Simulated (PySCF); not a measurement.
# C2HF: magnetic properties

Computed with PySCF 2.14.0 and routines of our own; the level stands in each step. Atoms count from 0.

### Step 1. The system as given

4 atoms, charge 0, multiplicity 1; geometry from: GFN2-xTB.

### Step 2. Optimising the geometry at PBE0-D3(BJ)/def2-SVP

The job: settings as JSON, then the geometry in Å.

```
{"job": {"xc": "PBE0", "basis": "def2-SVP", "d3": "d3bj", "grid": 1, "kind": "geom"}, "charge": 0, "multiplicity": 1}
C     -0.623710     0.024568    -0.031240
C      0.515926    -0.018435    -0.379648
F      1.742514    -0.066542    -0.754104
H     -1.624497     0.065182     0.270498
```

The run is started by

```console
$ OMP_NUM_THREADS=1 python excited_run.py task.json out
```

The driver reads the jobs from task.json and runs them one after another.

**Question.** How long does this run take on 1 thread of Arm Neoverse V2, shared host?

About 2.1 s.
